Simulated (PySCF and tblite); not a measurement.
Values are calculated unless marked as measured or tabulated.
C3H6O2S, numbered as in [O:1]=[S:2]1(=[O:3])[CH2:4][CH2:5][CH2:6]1.

GFN2-xTB molecular dynamics (tblite; Langevin, friction 0.005 fs⁻¹, 1.5 fs steps, hydrogen mass 4 u): 400 + 8000 steps at each temperature, started from the lowest conformer, nuclei classical.

GIAO shieldings at PBE0/pcSseg-1 (PySCF) on 6 frames a temperature; like atoms are averaged, and of two unlike H on one atom a is the less shielded at the minimum.

Question: How far do thermal motions move the shieldings from their values at the minimum?

Answer: 
| signal | σ at minimum (ppm) | Δσ, 300 K | Δσ, 600 K | Δσ, 900 K |
| --- | --- | --- | --- | --- |
| O1/O3 | 82.6 | -9.5 ± 4.8 | -6.4 ± 4.8 | -42.9 ± 14.8 |
| S2 | 193.8 | 3.8 ± 5.7 | 4.4 ± 10.2 | -36.0 ± 16.8 |
| C4/C6 | 115.0 | -1.2 ± 3.8 | -1.9 ± 3.0 | -16.5 ± 5.3 |
| C5 | 177.6 | 2.1 ± 1.7 | -4.9 ± 3.8 | -8.6 ± 5.0 |
| H4/H6 | 27.82 | -0.14 ± 0.34 | -0.07 ± 0.21 | -1.00 ± 0.35 |
| H5 | 29.69 | 0.07 ± 0.26 | -0.71 ± 0.36 | -0.85 ± 0.65 |

Errors are standard errors over frames. Zero-point motion is missing, and a reference compound would move too.

Question: What do the single frames at 900 K give for H4/H6?

Answer: 
| t (fs) | V above the minimum, tight binding (kcal/mol) | E above it, DFT (kcal/mol) | torsions (°) | σ (ppm) |
| --- | --- | --- | --- | --- |
| 1599 | 20.3 | 22.5 | none | 26.87 |
| 3600 | 20.8 | 23.9 | none | 28.29 |
| 5600 | 41.1 | 39.5 | none | 26.09 |
| 7600 | 27.3 | 28.8 | none | 25.84 |
| 9600 | 31.5 | 31.1 | none | 26.96 |
| 11601 | 21.7 | 22.6 | none | 26.89 |

Question: How does the lowest singlet excitation (PBE0/def2-SVPD) spread?

Answer: 7.67 eV at the minimum; 7.38 eV with a spread of 0.13 eV at 300 K; 7.40 eV with a spread of 0.15 eV at 600 K; 6.70 eV with a spread of 0.38 eV at 900 K.

Changes within two standard errors are not significant.

The study took 17 min on 1 thread of Arm Neoverse N1, on a host shared with other jobs (rough), peak memory 0.79 GiB, launched as `OMP_NUM_THREADS=1 python ens_run.py task.json out`.
